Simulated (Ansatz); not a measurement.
A nudged elastic band was laid between two geometries of CH6Si (8 atoms, charge 0, multiplicity 1).

Method: RKS PBE0-D4/def2-SVP in Ansatz.

```json
{"movable images": "9", "climbing image": "yes", "spring": "5.0 eV/Å²", "optimiser": "quadratic models (default)", "start path": "through a guess of the saddle point", "force threshold": "0.05 eV/Å", "iteration limit": "60", "end points": "relaxed"}
```

Initial state:

```xyz
8
Properties=species:S:1:pos:R:3
Si 0.179 -0.033 0.135
H 0.574 -0.276 1.557
H 1.423 0.214 -0.659
H -0.659 1.205 0.087
C -0.769 -1.502 -0.553
H -1.671 -1.702 0.046
H -1.083 -1.315 -1.591
H -0.146 -2.410 -0.543
```

Final state:

```xyz
8
Properties=species:S:1:pos:R:3
Si 0.260 0.145 -0.754
H 0.621 -0.041 1.090
H 1.326 -0.078 0.668
H -0.652 1.062 0.062
C -0.753 -1.482 -0.621
H -1.263 -1.685 0.331
H -1.541 -1.383 -1.391
H -0.151 -2.358 -0.906
```

**Question.** Which bonds break or form, and what moves?

**Answer.** Bonds formed: H2–H3. CH6Si becomes CH4Si + H2.

**Question.** Give the energies along the band, and the barrier.

**Answer.** The run converged. The highest image is number 8 of 0 to 10, 255.1 kJ/mol above the first end and 16.6 kJ/mol above the last; the last end lies 238.5 kJ/mol above the first. A vibrational analysis at the climbing image gives one clearly imaginary mode, 998i cm⁻¹: a first-order saddle point.

| image | path coordinate (Å) | energy (kJ/mol) | H2–H3 (Å) |
| --- | --- | --- | --- |
| 0 | 0.00 | 0.0 | 2.42 |
| 1 | 0.21 | 0.7 | 2.42 |
| 2 | 0.42 | 5.9 | 2.34 |
| 3 | 0.64 | 23.1 | 2.18 |
| 4 | 0.85 | 58.9 | 1.98 |
| 5 | 1.06 | 114.6 | 1.75 |
| 6 | 1.28 | 180.8 | 1.53 |
| 7 | 1.49 | 235.1 | 1.31 |
| 8 | 1.71 | 255.1 | 1.09 |
| 9 | 2.15 | 239.0 | 0.83 |
| 10 | 2.60 | 238.5 | 0.82 |

**Question.** What is the geometry of the highest image?

**Answer.** 
```xyz
8
Properties=species:S:1:pos:R:3
Si 0.128 0.166 -0.510
H 0.703 -0.193 1.025
H 1.456 -0.005 0.266
H -0.628 1.182 0.295
C -0.817 -1.486 -0.612
H -1.541 -1.639 0.199
H -1.355 -1.525 -1.572
H -0.099 -2.321 -0.613
```

**Question.** What are the harmonic wavenumbers there?

**Answer.** 998i, 144, 501, 610, 676, 743, 847, 920, 1045, 1262, 1428, 1446, 1695, 2112, 2204, 3066, 3163, 3185 cm⁻¹.

The band took 13 iterations and about 90 core-seconds.

The run took 89 s on 1 thread of Intel(R) Xeon(R) 6975P-C (Granite Rapids), with other jobs on the host, peak memory 0.12 GiB.
